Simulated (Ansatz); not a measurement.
System: C2H3O, charge -1, multiplicity 1. It need not be the lowest isomer of its formula. Whether it binds its extra electron was not tested at this geometry. 
Coordinates optimised at B3LYP-D3(BJ)/def2-TZVP (Ansatz, a program for electronic structure):
SMILES: [CH2-]C=O
```xyz
6

O      1.1506     0.2732     0.3820
C      0.0239     0.3105    -0.1879
H     -0.1824     1.1961    -0.8570
C     -1.0382    -0.5681    -0.1381
H     -0.9966    -1.4724     0.4633
H     -1.9401    -0.3641    -0.7061
```
Charge -1, spin multiplicity 1.

Basis-set convergence of Hartree-Fock and CCSD(T) correlation energies (hartree) with Ansatz. Correlated levels leave the core frozen unless marked. No spin-orbit coupling. No relativistic terms.

| basis | functions | E(HF) | E(corr, CCSD(T)) | rough core time |
|---|---|---|---|---|
| aug-cc-pVDZ | 96 | -152.33007 | -0.53567 | under 20 s |
| aug-cc-pVTZ | 207 | (withheld) | (withheld) | 40 s |

Fill in the missing entries.


- aug-cc-pVTZ, E(HF): -152.36624
- aug-cc-pVTZ, E(corr, CCSD(T)): -0.63480
